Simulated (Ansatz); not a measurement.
# How far each method lies from full CI for HBAl, quartet

Geometry: a point of a stretch scan, not a stationary point.

```yaml
atoms:
  - { symbol: B, position_ang: [0.0000, 0.0000, 0.1990] }
  - { symbol: Al, position_ang: [0.0000, 0.0000, -1.5830] }
  - { symbol: H, position_ang: [0.0000, 0.0000, 1.3841] }
```

Basis 6-31G; Ansatz 0.2.0. Only valence electrons are correlated (noble-gas cores frozen), which leaves 7 electrons in 18 orbitals. Prefix R: restricted or restricted open-shell reference; prefix U: unrestricted. Active spaces: valence = (7e, 9o) chosen from the atoms' valence shells; pair = (5e, 5o) about the gap.

Full CI is exact within this basis and frozen core; it isn't the basis-set limit. The frozen core follows each run's orbitals, which can shift R against U totals by a few meV.

For open shells CISD and CISDTQ are restricted-active-space CI with the open shells as a complete middle space.

The UHF ⟨S²⟩ is 3.758. The T1 diagnostic (RCCSD) is 0.0290, the largest doubles amplitude (RCCSD) is 0.090 and the T1 diagnostic (UCCSD) is 0.0227.

| level | E − E(RHF) (eV) |
| --- | --- |
| UHF | -0.0547 |
| RMP2 | -1.6757 |
| UMP2 | -1.6926 |
| RCCSD | -2.2157 |
| UCCSD | -2.2176 |
| RCCSD(T) | -2.2752 |
| UCCSD(T) | -2.2760 |

Q: Estimate how far full CI in 6-31G lies from RCCSD(T). The table doesn't fix it; the size of (T) and the diagnostics are the guide.

A: Full CI in 6-31G lies 0.96 mEh below RCCSD(T), which is 44 % of the (T) step (-2.19 mEh). The diagnostics give no warning, yet the rest is a sizeable part of (T).

The other levels:

| level | E − E(full CI) (mEh) | share of correlation (%) | wall time |
| --- | --- | --- | --- |
| CISD | 5.19 | 93.86 | 0.79 s |
| BCCD(T) | 1.00 | 98.81 | 0.73 s |
| RCCSDT | 0.24 | 99.72 | – |
| UCCSDT | 0.22 | 99.74 | – |
| CISDTQ | 0.09 | 99.90 | 5 s |
| RCCSDT(Q) | 0.05 | 99.94 | 2.3 s |
| UCCSDT(Q) | 0.03 | 99.96 | 2.1 s |
| RCCSDTQ | 0.01 | 99.99 | 13 s |
| UCCSDTQ | 0.00 | 100.00 | 13 s |
| CASSCF (pair space) | 69.81 | 17.46 | – |
| MRCISD (pair space) | 5.18 | 93.87 | – |
| MRCISD+Q (pair space) | 0.69 | 99.18 | 1.4 s |
| CASSCF (valence space) | 21.39 | 74.71 | – |
| NEVPT2 (valence space) | 6.51 | 92.31 | 2.7 s |
| MRCISD (valence space) | 0.60 | 99.29 | – |
| MRCISD+Q (valence space) | 0.25 | 99.70 | 4.1 s |

The correlation energy at full CI, counted from RHF, is -2.301 eV. That run took 3.9 s on 1 thread of Arm Neoverse V1, shared host over 331,072 determinants.

Times hold each run's SCF and search for its determinant on a shared host, so for small cases they say little of a method's own cost; they ran on 1 thread of Arm Neoverse V1.

The full-CI state has the irrep A2 of C2v, in the program's axes (one component, if the state is degenerate).

Natural occupations of full CI about the gap: 1.965 1.945 1.000 0.976 0.976 0.036 0.036 0.026 0.018 0.007; effectively unpaired electrons, Σ n²(2−n)², 3.03.
